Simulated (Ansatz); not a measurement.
Molecular dynamics of CH6BN

Input:

```yaml
crystal:
  periodic: [false, false, false]
  atoms:
    - { symbol: B, position_ang: [0.035426, -0.156963, -0.065592] }
    - { symbol: H, position_ang: [0.06786, -0.479865, 1.098187] }
    - { symbol: "N", position_ang: [1.271877, -0.022899, -0.722009] }
    - { symbol: H, position_ang: [2.169486, -0.183791, -0.268026] }
    - { symbol: H, position_ang: [1.359802, 0.245085, -1.702827] }
    - { symbol: C, position_ang: [-1.337736, 0.103338, -0.812425] }
    - { symbol: H, position_ang: [-1.980273, -0.79634, -0.770356] }
    - { symbol: H, position_ang: [-1.912793, 0.899581, -0.303052] }
    - { symbol: H, position_ang: [-1.23385, 0.391855, -1.874599] }
basis:
  gaussian: { orbitals: "6-31G*" }
hamiltonian:
  xc: blyp
  dispersion: d4
md:
  timestep: 0.5
  n_steps: 250
  ensemble: nvt_langevin
  temperature: 200.0
  initial_velocities: maxwell_boltzmann
  seed: 775123
  friction: 0.001
```

Launched with:

```bash
$ ansatz run input.yaml --threads 1 --pin off --max-ram 2048MiB --backend cpu --events-out ev --progress --plain --runs-dir out
```

It starts from a relaxed structure.

Output, in part (step lines, the closing report, with atoms numbered from 0):

```
md step     0: t =     0.00 fs  T =   177.8 K  F+E_penalty+E_count = -3300.69996530 eV  E_kin = 0.206816 eV  (25 SCF iters)
[... lines left out ...]
Total energy: -3300.63632143 eV, -121.2961475611 hartree
Atom 0 at    -0.048861    -0.014216    -0.072306 Å, force    -0.852744    -0.044628    -0.151637 eV/Å
Atom 1 at    -0.182907     0.111091     1.123060 Å, force     0.519051    -0.089718     0.019739 eV/Å
Atom 2 at     1.190959    -0.189229    -0.702470 Å, force     0.306577     0.030699     1.027779 eV/Å
Atom 3 at     2.054557    -0.259223    -0.154684 Å, force    -0.069774     0.038131    -0.338905 eV/Å
Atom 4 at     1.308554    -0.283893    -1.703254 Å, force     0.066787    -0.058138    -0.280889 eV/Å
Atom 5 at    -1.381863     0.042669    -0.934689 Å, force     0.547040    -0.265274    -0.422082 eV/Å
Atom 6 at    -2.070364    -0.799996    -0.723294 Å, force     0.099602     0.076954    -0.012033 eV/Å
Atom 7 at    -1.924147     0.958751    -0.708097 Å, force    -0.382916     0.429519     0.134767 eV/Å
Atom 8 at    -1.152636     0.058819    -2.020280 Å, force    -0.233624    -0.117545     0.023261 eV/Å
Dipole moment:     0.320563    -0.055149    -0.194634 e Å
```

The steps, from the saved trajectory:

| time (fs) | T (K) | potential energy less start (eV) |
| --- | --- | --- |
| 0 | 178 | 0.000 |
| 4 | 88 | 0.105 |
| 8 | 40 | 0.163 |
| 12 | 88 | 0.104 |
| 16 | 104 | 0.095 |
| 20 | 103 | 0.098 |
| 24 | 107 | 0.096 |
| 28 | 94 | 0.109 |
| 32 | 75 | 0.132 |
| 36 | 91 | 0.115 |
| 40 | 129 | 0.066 |
| 44 | 105 | 0.088 |
| 48 | 82 | 0.121 |
| 52 | 94 | 0.108 |
| 56 | 88 | 0.115 |
| 60 | 84 | 0.102 |
| 64 | 106 | 0.074 |
| 68 | 98 | 0.083 |
| 72 | 81 | 0.103 |
| 76 | 72 | 0.115 |
| 80 | 95 | 0.091 |
| 84 | 94 | 0.089 |
| 88 | 74 | 0.117 |
| 92 | 78 | 0.106 |
| 96 | 105 | 0.074 |
| 100 | 98 | 0.088 |
| 104 | 89 | 0.102 |
| 108 | 69 | 0.122 |
| 112 | 64 | 0.123 |
| 116 | 79 | 0.095 |
| 120 | 96 | 0.062 |
| 124 | 88 | 0.078 |

All steps were run. The mean temperature of the second half is 57 % below the set value. A run of 0.12 ps of so small a system gives no equilibrium averages.

The same pairs are bonded in the first frame and the last. Pairs count as bonded within 1.25 times the sum of covalent radii (0.12 Å more for H–H).

Last frame:

```xyz
9
Properties=species:S:1:pos:R:3
B -0.049 -0.014 -0.072
H -0.183 0.111 1.123
N 1.191 -0.189 -0.703
H 2.055 -0.259 -0.155
H 1.309 -0.284 -1.703
C -1.382 0.043 -0.935
H -2.070 -0.800 -0.723
H -1.924 0.959 -0.708
H -1.153 0.059 -2.020
```

Run time: 6 min on 1 thread of Arm Neoverse V1, with other jobs on the host, peak memory 0.1 GiB.
